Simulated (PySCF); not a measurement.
Molecule: C₄H₄N, charge 0, multiplicity 2. It need not be the lowest isomer of its formula. SMILES: [c]1ccc[nH]1
Structure (B3LYP-D3(BJ)/def2-TZVP (Ansatz) minimum search):
```
C
C 1 1.3720
H 2 1.0762 1 131.33
H 1 1.0778 2 125.81 3 0.00
N 2 1.3836 3 121.13 1 -180.00
H 5 1.0035 2 126.04 3 0.00
C 5 1.3541 6 126.03 2 -180.00
C 7 1.3627 5 111.38 6 180.00
H 8 1.0753 7 127.81 5 -180.00
```
Charge 0, spin multiplicity 2.

Dispersion corrections to the total energy (kcal/mol) from the dftd3 and dftd4 libraries through PySCF: D3(BJ) without and D4 with the three-body term, each with the damping fitted for the functional named.

| functional | D3(BJ) | D4 |
|---|---|---|
| HF | -39.86 | -17.56 |
| HSE06 | [?] | -3.25 |
| PBE0 | [?] | -3.54 |
| BP86 | -6.64 | -5.52 |
| PBE | -4.35 | -4.29 |
| B3LYP | -7.53 | -6.93 |
| TPSSh | -4.90 | [?] |

Question: What belongs in the gaps?

Answer: 
- HSE06, D3(BJ): -2.63
- PBE0, D3(BJ): -3.66
- TPSSh, D4: -5.26
